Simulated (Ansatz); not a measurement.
# α-phase Ga

The numbers are results of PBE0 (PAW; Ansatz, a first-principles code), not measurements.

Settings: plane-wave cutoff 460 eV, 8×8×6 k mesh (along the axes of the cell as run), Fermi–Dirac smearing 0.05 eV, scalar-relativistic PAW data made under PBE.

Cell: relaxed at this level.

lattice constant a: 4.446 Å
lattice parameter b: 7.660 Å
lattice parameter c: 4.562 Å

Computed values are for the static lattice.
